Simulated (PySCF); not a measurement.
**Ionisation energy of Ar by level of theory**

Ar [Ar] → Ar⁺ [Ne] 3s2 3p5 [3p1/2^2 3p3/2^3, M_J = 3/2], as a difference of total energies. Computed with PySCF 2.14 in x2c-SVPall-2c with one added diffuse shell each of s, p type (5s5p1d, 25 functions), with the two-component X2C-1e Hamiltonian. Correlated levels: [Ne] frozen. "Screened" scales the spin-orbit matrix elements by Boettger's factors to mimic the two-electron term; Breit and QED terms are absent.

**Question.** Order these methods by the ionisation energy they give, lowest first.
A. GHF (spin-free)
B. GHF (screened spin-orbit)
C. GMP2 (screened spin-orbit)
D. GMP2 (spin-free)

**Answer.** B (14.846 eV), A (14.911 eV), C (15.540 eV), D (15.605 eV).

Errors of the correlated levels include the incompleteness of this basis and the frozen core.

For comparison: 15.760 eV (measured; NIST Atomic Spectra Database, ionization energies).
